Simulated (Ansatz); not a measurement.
# [NH2···H···H], doublet along the distance N1-H4

Starting geometry:

```json
{"atom": "N", "x (Å)": "-0.1364", "y (Å)": "-0.0316", "z (Å)": "-0.0492"}
{"atom": "H", "x (Å)": "-0.4337", "y (Å)": "0.9362", "z (Å)": "-0.0492"}
{"atom": "H", "x (Å)": "-0.4337", "y (Å)": "-0.4339", "z (Å)": "0.8311"}
{"atom": "H", "x (Å)": "0.8761", "y (Å)": "-0.0316", "z (Å)": "-0.0492"}
{"atom": "H", "x (Å)": "1.8866", "y (Å)": "-0.0316", "z (Å)": "-0.0492"}
```

From there H4 is moved from one fragment to the other while all else, the fragments' distance too, stays fixed; atoms are numbered as listed. Energies are in kJ/mol, counted from the starting geometry at the same level. Kohn–Sham curves are unrestricted where that lies lower.

Basis cc-pVTZ; Ansatz 0.2.0. Only valence electrons are correlated (noble-gas cores frozen). Prefix R: restricted or restricted open-shell reference; prefix U: unrestricted.

Full CI isn't at hand for all of this; UCCSDT(Q) serves as the reference, and is uncertain by about the last step of the cluster series.

```json
{"distance N1-H4 (Å)": "1.012", "UCCSDT(Q)": "0.0", "SPW92": "0.0", "PBE": "0.0", "r2SCAN": "0.0", "PBE0": "0.0", "B3LYP": "0.0", "wB97X-V": "0.0", "wB97M-V": "0.0", "B2PLYP": "0.0", "RPA-PBE": "0.0"}
{"distance N1-H4 (Å)": "1.050", "UCCSDT(Q)": "0.5", "SPW92": "-2.8", "PBE": "-2.9", "r2SCAN": "-1.7", "PBE0": "-1.0", "B3LYP": "-2.0", "wB97X-V": "-0.8", "wB97M-V": "-0.7", "B2PLYP": "-0.4", "RPA-PBE": "-1.3"}
{"distance N1-H4 (Å)": "1.126", "UCCSDT(Q)": "8.8", "SPW92": "1.7", "PBE": "0.2", "r2SCAN": "2.9", "PBE0": "5.0", "B3LYP": "1.7", "wB97X-V": "5.0", "wB97M-V": "5.2", "B2PLYP": "6.4", "RPA-PBE": "3.4"}
{"distance N1-H4 (Å)": "1.202", "UCCSDT(Q)": "19.8", "SPW92": "15.1", "PBE": "10.0", "r2SCAN": "12.6", "PBE0": "15.6", "B3LYP": "10.1", "wB97X-V": "14.4", "wB97M-V": "14.9", "B2PLYP": "17.0", "RPA-PBE": "12.1"}
{"distance N1-H4 (Å)": "1.278", "UCCSDT(Q)": "32.0", "SPW92": "36.9", "PBE": "26.1", "r2SCAN": "26.2", "PBE0": "29.9", "B3LYP": "22.5", "wB97X-V": "26.6", "wB97M-V": "27.3", "B2PLYP": "30.0", "RPA-PBE": "24.3"}
```

Q: Judged by the spread of the error over the points with a reference (largest less smallest), which of these follows UCCSDT(Q) best and which worst?

A: Subtracting the UCCSDT(Q) column from each: best B2PLYP (errors from -2.8 to 0.0, spread 2.8 kJ/mol), worst SPW92 (from -7.1 to 4.9, spread 12.0 kJ/mol). Functionals and wave-function methods converge differently with the basis, so part of this is basis effect.
